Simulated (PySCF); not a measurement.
# Atomic charges by several schemes

Compound: propane, C3H8.
Z-matrix (Å and degrees, PBE0-D3(BJ)/def2-TZVP geometry), rows numbered from 1:
```
C 
C   1  1.5192
C   2  1.5192  1  112.66
H   1  1.0923  2  111.70  3  -179.04
H   1  1.0938  2  111.02  3   -58.79
H   1  1.0938  2  111.05  3    60.66
H   2  1.0952  1  109.49  3   122.11
H   2  1.0951  1  109.49  3  -122.08
H   3  1.0937  2  111.02  1   -59.48
H   3  1.0925  2  111.74  1  -179.73
H   3  1.0937  2  111.04  1    59.91
```

Density: PBE0/pcSseg-2 (PySCF); schemes: Mulliken, IAO, Hirshfeld and ESP-fitted. Isolated species at its PBE0-D3(BJ)/def2-TZVP geometry, gas phase.

Q: Give the atomic charges in each scheme.

A: In e:

```csv
atom,environment,Mulliken,IAO,Hirshfeld,ESP-fitted
C1,methyl carbon,-0.072,-0.427,-0.125,-0.420
C2,chain CH2 carbon,-0.040,-0.249,-0.073,+0.366
C3,methyl carbon,-0.072,-0.427,-0.125,-0.406
H4,methyl hydrogen,+0.036,+0.142,+0.042,+0.086
H5,methyl hydrogen,+0.018,+0.138,+0.040,+0.099
H6,methyl hydrogen,+0.019,+0.138,+0.040,+0.100
H7,methylene hydrogen,+0.019,+0.134,+0.040,-0.049
H8,methylene hydrogen,+0.019,+0.134,+0.040,-0.049
H9,methyl hydrogen,+0.018,+0.138,+0.040,+0.095
H10,methyl hydrogen,+0.036,+0.142,+0.042,+0.082
H11,methyl hydrogen,+0.018,+0.138,+0.040,+0.096
```

Mean size of the charges over all atoms: IAO 0.201 e, ESP-fitted 0.168 e, Hirshfeld 0.059 e, Mulliken 0.034 e. Each set sums to the total charge, 0, to within 0.001 e. The ESP scheme is a least-squares fit of atom-centred charges to the potential on four shells outside the van der Waals surface, with the total charge fixed. The Mulliken scheme gives each basis function's population to the atom it is centred on and halves the overlap population of two atoms between them.

Lowest charge. All schemes pick atoms of one kind: Mulliken C1 and C3 (-0.072); IAO C1 and C3 (-0.427); Hirshfeld C1 and C3 (-0.125); ESP-fitted C1 (-0.420).

Highest charge. The schemes don't all agree: Mulliken H4 and H10 (+0.036); IAO H4 and H10 (+0.142); Hirshfeld H4 and H10 (+0.042); ESP-fitted C2 (+0.366).

Q: Sum the charges by element.

A: 
```
element  atoms  Mulliken     IAO  Hirshfeld  ESP-fitted
      C      3    -0.184  -1.103     -0.323      -0.460
      H      8    +0.184  +1.103     +0.324      +0.460
```

Q: How many electrons does the Mulliken scheme count on C2?

A: Z − q = 6 − (-0.040) = 6.040.

The run behind these numbers computed NMR shieldings as well. Time: 11 s; peak memory 1.1 GiB. Hardware: one thread of an Arm Neoverse V2, no GPU, shared host.
